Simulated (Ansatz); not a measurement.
# SiH₄S + CH₄: a complex and its separated parts

Aim: how far the complex at one end of a reaction step lies below its separated, relaxed parts, level by level.

The runs use Ansatz 0.2.0, Gaussian basis; PBE0-D4/def2-TZVP structures, single points in def2-TZVPP, no counterpoise correction.

Levels: SPW92, PBE-D4, BLYP-D4, r2SCAN-D4, B97M-V, PBE0-D4, B3LYP-D4, r2SCAN0-D4, BHLYP-D4, CAM-B3LYP-D4, wB97X-V, wB97M-V, B2PLYP, PBE-QIDH, RPA on PBE, Hartree-Fock, MP2, CCSD, CCSD(T).

Correlated methods freeze the cores. B3LYP uses VWN-RPA correlation. B2PLYP carries no dispersion term here.

94 further runs of the same task are left out: 94 set aside as unsound or not needed.

## Step 1: The starting structure

The complex: 11 atoms, charge 0, spin multiplicity 1.

Atoms are counted from 1 here; the program's logs count them from 0.

Bond lengths: Si1–S2 2.138 Å, Si1–H3 1.485 Å, Si1–H4 1.484 Å, Si1–H5 1.483 Å, S2–H8 1.344 Å, H6–C7 1.090 Å, C7–H9 1.090 Å, C7–H10 1.090 Å, C7–H11 1.090 Å. Angles: S2–Si1–H3 111.5°, S2–Si1–H4 111.6°, S2–Si1–H5 104.8°, H3–Si1–H4 108.9°, H3–Si1–H5 109.9°, H4–Si1–H5 110.0°, Si1–S2–H8 94.7°, H6–C7–H9 109.4°, H6–C7–H10 109.6°, H6–C7–H11 109.7°, H9–C7–H10 109.5°, H9–C7–H11 109.2°, H10–C7–H11 109.3°.

Geometry (Å):

| atom | x (Å) | y (Å) | z (Å) |
| --- | --- | --- | --- |
| Si1 | 0.38702 | -0.44415 | -2.01156 |
| S2 | 1.47050 | -1.65625 | -0.62347 |
| H3 | 1.25798 | 0.59012 | -2.62546 |
| H4 | -0.77124 | 0.22429 | -1.36720 |
| H5 | -0.08640 | -1.38885 | -3.05143 |
| H6 | -0.57665 | -0.34845 | 1.55931 |
| C7 | -0.81001 | 0.66040 | 1.89890 |
| H8 | 1.79491 | -0.63349 | 0.18549 |
| H9 | -1.77839 | 0.96166 | 1.50053 |
| H10 | -0.84236 | 0.68131 | 2.98790 |
| H11 | -0.04526 | 1.35351 | 1.54699 |

Its parts: SiH₄S holds atoms 1, 2, 3, 4, 5, 8; CH₄ holds atoms 6, 7, 9, 10, 11. Each part counts its atoms afresh in its own runs.

## Step 2: Relaxing SiH₄S alone

The input, relax-a/in.yaml:

```yaml
crystal:
  periodic: [false, false, false]
  atoms:
    - {symbol: Si, position_ang: [0.387021, -0.444151, -2.011556]}
    - {symbol: S, position_ang: [1.470502, -1.656250, -0.623474]}
    - {symbol: H, position_ang: [1.257977, 0.590120, -2.625463]}
    - {symbol: H, position_ang: [-0.771241, 0.224292, -1.367200]}
    - {symbol: H, position_ang: [-0.086397, -1.388852, -3.051430]}
    - {symbol: H, position_ang: [1.794911, -0.633492, 0.185488]}
basis:
  gaussian: {orbitals: def2-TZVP}
hamiltonian: {xc: pbe0, dispersion: d4}
relax: {f_tol: 0.005, max_steps: 200}
```

The run is started by

```sh
$ ansatz run in.yaml --threads 4 --pin off --events-out ev --progress --plain --max-ram 9574MiB
```

Further steps of the session: Relaxing CH₄ alone; SPW92/def2-TZVPP; PBE-D4/def2-TZVPP; BLYP-D4/def2-TZVPP; r2SCAN-D4/def2-TZVPP; B97M-V/def2-TZVPP; PBE0-D4/def2-TZVPP; B3LYP-D4/def2-TZVPP; r2SCAN0-D4/def2-TZVPP; BHLYP-D4/def2-TZVPP; CAM-B3LYP-D4/def2-TZVPP; wB97X-V/def2-TZVPP; wB97M-V/def2-TZVPP; B2PLYP/def2-TZVPP; PBE-QIDH/def2-TZVPP; RPA on PBE/def2-TZVPP; CCSD(T)/def2-TZVPP; Vibrations of SiH₄S; Vibrations of CH₄.

Before running it: what results should come out? Wanted: complex less parts, CCSD(T)/def2-TZVPP; with zero-point energy; largest T1 diagnostic.

As calculated:

| quantity | value |
| --- | --- |
| complex less parts, CCSD(T)/def2-TZVPP | -3.7 kJ/mol |
| with zero-point energy | -1.7 kJ/mol |
| largest T1 diagnostic | 0.011 |

At CCSD(T) the complex lies 3.7 kJ/mol below its parts. Among the functionals r2SCAN-D4 lands nearest to CCSD(T) (-0.4 kJ/mol) and SPW92 farthest (-3.8 kJ/mol). Mean unsigned error by rung: LDA 3.8, GGA 1.3, meta-GGA 0.4, hybrid 0.9, range-separated hybrid 0.7, double hybrid 2.2 kJ/mol. PBE-D4 gives a relative energy 2.0 kJ/mol too low, an error of 55 % of the reference. No counterpoise was applied, and triple zeta lacks some correlation, so the CCSD(T) reference has a basis error of its own, and close matches with it are partly luck.
